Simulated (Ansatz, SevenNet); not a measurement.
For fcc Ca, the machine-learned potential SevenNet-0 (trained on PBE and PBE+U data) gives:

lattice parameter a: 5.524 Å
bulk modulus B0: 16.0 GPa

Task: What does r²SCAN+rVV10 (Ansatz, an electronic-structure program, PAW) give for the same quantities?

Result: 
- lattice constant a: 5.547 Å (increases by 0.4 %)
- bulk modulus: 18.2 GPa (rises by 14 %)

For comparison: lattice constant a 5.553 Å (measured, low-temperature or extrapolated to 0 K; zero-point anharmonic expansion removed; as tabulated in Csonka et al. (2009), arXiv:0903.4037); bulk modulus 18.6 GPa (measured, corrected for temperature and zero-point phonon effects, our sources range from 15.9 to 18.7; as tabulated in Levämäki et al. (2014), arXiv:1402.3671).

Changes are worked out from the printed values.

Unless a cell is named, each level is at its own relaxed cell (SevenNet-0 42.15, r²SCAN+rVV10 42.67 Å³/atom).

Ansatz's density-functional and Hartree–Fock values are scalar-relativistic unless marked +SOC, with PAW data made under PBE.
